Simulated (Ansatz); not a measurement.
A calculation with Ansatz (development build ahead of 0.2.0).

```yaml
crystal:
  periodic: [false, false, false]
  atoms:
    - { symbol: C, position_ang: [0.0, 0.0, -0.44186] }
    - { symbol: C, position_ang: [0.0, 1.22987, 0.19603] }
    - { symbol: C, position_ang: [0.0, -1.22987, 0.19603] }
    - { symbol: H, position_ang: [0.0, 0.0, -1.53887] }
    - { symbol: H, position_ang: [0.0, 2.16411, -0.36908] }
    - { symbol: H, position_ang: [0.0, 1.2985, 1.2879] }
    - { symbol: H, position_ang: [0.0, -2.16411, -0.36908] }
    - { symbol: H, position_ang: [0.0, -1.2985, 1.2879] }
basis:
  gaussian: { orbitals: def2-TZVP }
magnetization:
  spin_polarized: true
  initial_magnetization: 1
hamiltonian:
  xc: hf
correlation:
  method: mp2
  frozen_orbitals: { C: 1, H: 0 }
```

The input is written out in the form of the current development build from the run's settings.

Output:

| Quantity | Value |
| --- | --- |
| Converged | yes |
| Reference energy | -116.51224 hartree |
| Correlation energy | -0.44233 hartree |
| Total energy | -116.95457 hartree |
| Spin squared of the determinant | 0.956 |

Caution: the unrestricted determinant is spin contaminated.
